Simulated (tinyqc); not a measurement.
Stretching all distances: RHF, UHF, MP2, CISD and CCSD against full CI in the sto-3g basis, for H2O, spin multiplicity 1. Computed by the program tinyqc with PySCF. All coordinates are multiplied by the scale. c0^2 is the weight of the RHF determinant in the lowest singlet FCI state (UHF is spin-contaminated and may lie near states of higher spin) and n(LUMO) the first natural occupation beyond the occupied space.

Geometry (angstrom):
```
atom       x        y       z
O     0.0000   0.0000  0.0000
H     0.0000   0.6520  0.6180
H     0.0000  -0.6520  0.6180
```

Full CI energy (hartree) and errors against it (kcal/mol):
```
scale  distance 1-2 (angstrom)     E(FCI)      RHF     UHF     MP2    CISD    CCSD  <S^2> UHF   c0^2  n(LUMO)
0.870                    0.782  -74.84266   20.569  20.569   5.010   0.153   0.034      0.000  0.987    0.014
1.140                    1.024  -75.02262   38.209  38.209  10.890   0.720   0.094      0.000  0.964    0.038
1.670                    1.500  -74.87670  106.244  61.535  34.775   9.241   0.682      1.222  0.814    0.197
1.940                    1.743  -74.80401  159.987  32.417  52.443  22.261  -0.576      1.698  0.658    0.378
```

Estimate the missing row, scale = 1.41.

Computed row:
```
scale  distance 1-2 (angstrom)     E(FCI)     RHF     UHF     MP2   CISD   CCSD  <S^2> UHF   c0^2  n(LUMO)
1.410                    1.267  -74.96591  66.678  66.678  20.901  3.000  0.317      0.000  0.911    0.092
```

UHF parts from RHF first at scale 1.67 of those listed, where <S^2> leaves zero. The weight c0^2 goes from 0.99 to 0.66 and n(LUMO) from 0.01 to 0.38: static correlation grows as the bonds break into open-shell fragments. The spread of the error along the curve, which distorts its shape, is CCSD 1.3, CISD 22.1, UHF 46.1, MP2 47.4, RHF 139.4 kcal/mol. Below FCI somewhere: CCSD, as non-variational methods may be. The table stops here: at scale 2.21 and beyond, the reference weight falls under 0.45 or RHF, UHF or CCSD hop between solutions, so those rows were left out and the spreads given cover only the rows shown. As computed, partly on other solutions, the errors there reach in size RHF 258, UHF 40, MP2 136, CISD 44, CCSD 1 kcal/mol.
